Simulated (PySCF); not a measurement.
**Complexes of ammonia**

Gas-phase complexes of ammonia, each in one structure from a short search with a few starts, optimised by PBE0-D3(BJ)/def2-TZVPD; other ways of binding may lie lower. Energies in kcal/mol, wB97M-D3(BJ)/def2-TZVPD, counterpoise-corrected (PySCF): interaction is complex less parts frozen as they stand in it, binding adds what it costs to deform them. Contacts are written partner···ammonia; electrostatic, Pauli and orbital are terms of the uncorrected same energy, whose rest is dispersion or correlation.

2 other partners are left out, for which the search missed the form known or expected to bind best.

Frequency runs check only 8 of the 9 structures; these show no clear imaginary mode.

Question: Order these partners of ammonia by binding energy, strongest first: Zn2+, Al3+, bromine monofluoride, hydroxide, chloride, Mg2+, fluoride, chlorine monofluoride, water.

Answer: Al3+ (-248.7), Zn2+ (-131.8), Mg2+ (-100.0), fluoride (-15.4), hydroxide (-15.0), bromine monofluoride (-13.9), chlorine monofluoride (-10.1), chloride (-8.2), water (-6.5).
```json
{"partner": "Al3+", "contact": "Al···N", "distance (Å)": "1.92", "binding": "-248.7", "interaction": "-251.3", "electrostatic": "-132.1", "Pauli": "46.8", "orbital": "-164.8"}
{"partner": "Zn2+", "contact": "Zn···N", "distance (Å)": "1.95", "binding": "-131.8", "interaction": "-132.2", "electrostatic": "-116.7", "Pauli": "64.2", "orbital": "-78.9"}
{"partner": "Mg2+", "contact": "Mg···N", "distance (Å)": "2.04", "binding": "-100.0", "interaction": "-100.4", "electrostatic": "-81.4", "Pauli": "32.3", "orbital": "-50.0"}
{"partner": "fluoride", "contact": "F···H", "distance (Å)": "1.57", "binding": "-15.4", "interaction": "-17.0", "electrostatic": "-28.2", "Pauli": "31.6", "orbital": "-20.0"}
{"partner": "hydroxide", "contact": "O···H", "distance (Å)": "1.64", "binding": "-15.0", "interaction": "-17.1", "electrostatic": "-30.1", "Pauli": "34.9", "orbital": "-21.3"}
{"partner": "bromine monofluoride", "contact": "Br···N", "distance (Å)": "2.30", "binding": "-13.9", "interaction": "-15.4", "electrostatic": "-47.2", "Pauli": "64.1", "orbital": "-31.5"}
{"partner": "chlorine monofluoride", "contact": "Cl···N", "distance (Å)": "2.21", "binding": "-10.1", "interaction": "-12.1", "electrostatic": "-42.6", "Pauli": "64.7", "orbital": "-33.3"}
{"partner": "chloride", "contact": "Cl···H", "distance (Å)": "2.32", "binding": "-8.2", "interaction": "-8.5", "electrostatic": "-11.7", "Pauli": "9.5", "orbital": "-5.8"}
{"partner": "water", "contact": "H···N", "distance (Å)": "1.93", "binding": "-6.5", "interaction": "-6.6", "electrostatic": "-12.4", "Pauli": "11.7", "orbital": "-5.2"}
```

Multiply charged ions in the gas phase bind far more strongly than in solution.
